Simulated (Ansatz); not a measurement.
Basis-set extrapolation for C$_{2}$H$_{5}$FOS, SMILES `CC(O)(F)S` (PBE0-D4/def2-TZVP geometry, frozen core, Ansatz 0.2.0). Multiplicity 1, RHF reference.

|  | def2-TZVPP | def2-QZVPP |
| --- | --- | --- |
| HF | -650.601689 | -650.624347 |
| MP2 correlation | -1.009572 | -1.091899 |
| CCSD(T) correlation | -1.085617 | not run |

Energies in hartree. Use E(X) = E(∞) + A·exp(−7.88·√X) for Hartree–Fock and E(X) = E(∞) + B·X^(−2.97) for correlation, with X = 3 and 4, and add CCSD(T) minus MP2 of the smaller set to the MP2 limit.

**Question.** What is the CCSD(T) energy at the basis-set limit?

**Answer.** HF limit: -650.624347 + (-0.022658) × 0.13774 = -650.62747. MP2 limit: -1.091899 + (-0.082327) × 0.74074 = -1.15288. Higher-order term: -1.085617 − (-1.009572) = -0.07605. Total: -651.85640 hartree, 106.1 kcal/mol below CCSD(T)/def2-TZVPP.
